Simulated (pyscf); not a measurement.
PySCF, gas phase, ωB97X-D3(BJ)/def2-SVP geometries.

Task: H₃Si–O–SiH₃ + HF -> F–SiH₂–O–SiH₃ + H₂
Surface: singlet. Broken: H–Si, F–H. Formed: F–Si, H–H. Give ΔE‡ and ΔE from ωB97M-D3(BJ)/def2-TZVP, relative to the separated reactants.

Result: ΔE‡ = 1.13 eV, ΔE = -1.42 eV. Zero-point energy shifts the barrier by +0.01 eV. It is a four-centre exchange, with an imaginary mode of 1075i cm⁻¹. At the saddle there is also a short H–Si contact that neither side keeps. The same reactants have a lower exit, to F–SiH₃ + HO–SiH₃ (barrier +0.77 eV at ωB97M-D3(BJ), against +1.13 eV here). This is the saddle that the search found; another between the same sides may lie lower.
